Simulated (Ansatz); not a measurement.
Ideal-gas functions of `N[SiH]N` radical at 400 K and 1 bar, from an Ansatz frequency run at PBE0-D4/def2-TZVP.

Molar mass 61.14 g/mol, point group C1 (symmetry number 1), electronic degeneracy 2, moments of inertia 22.684, 69.779, 87.732 u Å². Harmonic wavenumbers (cm⁻¹, unscaled): 216, 230, 282, 378, 443, 655, 704, 799, 841, 875, 918, 1562, 1575, 2095, 3592, 3597, 3696, 3713.

Use S(trans) = R[1.5 ln M + 2.5 ln T − 1.1517]; rotational temperatures θ = 24.2544 K / I; S(rot) = R[ln(√π/σ · √(T³/θAθBθC)) + 1.5]; for each mode x = 1.438777 ν̃/T, S = R[x/(eˣ − 1) − ln(1 − e⁻ˣ)] and H = RT x/(eˣ − 1); 1 cm⁻¹ = 0.0119627 kJ/mol; R = 8.31446 J/(mol·K).

Problem. By hand: the entropy, in J/(mol·K).

Solution. Translation 166.3. Rotation: θ = 1.0692, 0.3476, 0.2765 K, giving 101.4. Vibration, mode by mode: 10.62, 10.12, 8.54, 6.37, 5.27, 2.88, 2.51, 1.91, 1.70, 1.54, 1.36, 0.20, 0.19, 0.04, 0.00, 0.00, 0.00, 0.00, in all 53.3. Electronic 5.8. Sum 326.8 J/(mol·K).

Problem. By hand: H − E and G − E in kJ/mol, counted from the electronic energy.

Solution. Zero-point energy ½ × 26171 × 0.0119627 = 156.5; thermal vibration 12.8; translation, rotation and pV give 4 RT = 13.3. H − E = 182.6 kJ/mol, and G − E = 182.6 − 400 × 326.8/1000 = 51.9 kJ/mol.

Vibration gives 16 % of the entropy. The sum counts one conformer and one mirror image; others add a mixing term.
